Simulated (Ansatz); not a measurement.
Ansatz (a quantum-chemistry and plane-wave program) input:

Ansatz 0.2 input:
```yaml
crystal:
  periodic: [false, false, false]
  atoms:
    - {symbol: C, position_ang: [0.00000000, -0.00000000, 0.00000000]}
    - {symbol: H, position_ang: [-0.00996657, 1.09156801, -0.02069198]}
    - {symbol: H, position_ang: [0.95018374, -0.53760457, -0.01343118]}
    - {symbol: H, position_ang: [-0.94021717, -0.55396344, 0.03412316]}
basis:
  gaussian:
    orbitals: def2-TZVPD
hamiltonian:
  xc: {name: wB97M-V}
total_charge: 1
output: {forces: true}
```

Predict the final energy.

-39.46149 Eh (wB97M-V/def2-TZVPD). The basis has 64 functions.
